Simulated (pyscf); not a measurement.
A first-order saddle from PySCF, ωB97X-D3(BJ)/def2-SVP:

```
Si
H 1 1.5045
H 1 1.5046 2 104.34
H 1 1.6720 2 101.26 3 104.46
Ga 4 1.8972 1 91.68 2 127.13
As 5 2.3531 4 125.34 1 -2.97
H 6 1.5373 5 83.23 4 -179.06
```

Surface: singlet, charge 0. Lowest wavenumbers (cm⁻¹): 354i, 58, 148, 189, 219.

Question: Name the species on either side of this saddle.

Answer: H₃Si–Ga=AsH ⇌ H₃Si–AsH–Ga [singlet], a group migration read from left to right: Ga–Si broken and As–Si formed. At CCSD(T)/def2-TZVPP + ΔMP2(QZVPP) it lies +58.9 kcal/mol from the left side and +72.0 kcal/mol from the right (each side as separated species at their lowest minima found). From the product side, SiH₃• + [Ga=AsH]• lies, by one bond made or cut, 7.0 kcal/mol under this saddle at ωB97M-D3(BJ). The same reactants have a lower exit, to SiH₃• + [Ga=AsH]• (no saddle counted: cutting one bond costs +53.9 kcal/mol at ωB97M-D3(BJ), against +60.9 kcal/mol here). This is the saddle that the search found; another between the same sides may lie lower. A restricted solution here is unstable towards spin polarisation, so biradical character is likely and single-reference numbers are less safe. The CCSD(T) − MP2 part came from Ansatz, without density fitting, on the same reference. The frozen core leaves the outer d or s,p core shells of the metals and heavy elements correlated in the MP2 and CC values, and def2-TZVPP describes them poorly, which can shift differences by a few kcal/mol. Elements up to Kr have no core potential and no relativistic terms here.
